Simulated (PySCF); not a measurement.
Compound: C₄H₆F (charge +1).
Geometry (PBE0-D3(BJ)/def2-SVP, Å), atoms numbered from 1 in this order:
```xyz
11
C4H6F angstrom
C      2.0522    0.0395   -0.0558
C      0.7668   -0.3105   -0.3629
F      0.5153   -1.2047   -1.2877
C     -0.3192    0.2825    0.3028
C     -1.7036   -0.0292    0.0456
H      2.9009   -0.4163   -0.5779
H      2.2493    0.7848    0.7190
H     -0.0727    1.0243    1.0731
H     -2.1369   -0.4295    0.9901
H     -2.2762    0.9110   -0.0885
H     -1.8669   -0.7320   -0.7788
```

Method: PySCF, TDDFT B3LYP/def2-SVPD, vertical, gas phase, core orbitals frozen in the response.

Orbital energies (eV): HOMO-3 -17.21, HOMO-2 -16.71, HOMO-1 -16.27, HOMO -14.28, LUMO -9.90, LUMO+1 -5.13, LUMO+2 -4.39.

Lowest singlets, with some entries withheld (?).

| state | E (eV) | f | main configurations (H = HOMO, L = LUMO) |
| --- | --- | --- | --- |
| S1 | 4.62 | ? | ? |
| S2 | 5.08 | 0.0027 | H-1→L (97%) |
| S3 | 5.47 | 0.0001 | H-2→L (91%) |
| S4 | ? | ? | H-4→L (92%) |
| S5 | 6.83 | 0.138 | H-3→L (95%) |
| S6 | 7.06 | 0.0019 | H-5→L (98%) |
| S7 | 8.27 | 0.055 | H-6→L (93%) |
| S8 | 8.51 | 0.0001 | ? |
| S9 | 8.78 | 0.012 | H→L+2 (97%) |
| S10 | ? | ? | ? |

Q: Fill in the withheld entries.

A: 
- S1: f = 0.342; H→L (97%)
- S4: E = 6.00 eV; f = 0.0013
- S8: H-7→L (97%)
- S10: E = 8.86 eV; f = 0.095; H→L+1 (93%)

Q: Where do the lowest triplets lie (Tamm–Dancoff)?

A: T1 2.17 eV, H→L (98%); T2 4.72 eV, H-1→L (90%); T3 5.17 eV, H-2→L (63%), H-4→L (26%); T4 5.58 eV, H-3→L (80%), H-2→L (9%), H-4→L (8%). E(S1) − E(T1) = +2.45 eV.

Q: Which level carries the most intensity, and what share of the listed sum of f?

A: S1, with f = 0.342 of 0.649, 53%.

Q: How far apart are S1 and S9, in eV and cm⁻¹?

A: 8.779 − 4.616 = 4.163 eV, or about 33580 cm⁻¹.

All these states lie below the vertical ionisation energy of 16.74 eV (ΔSCF).

One conformer stands for the species.
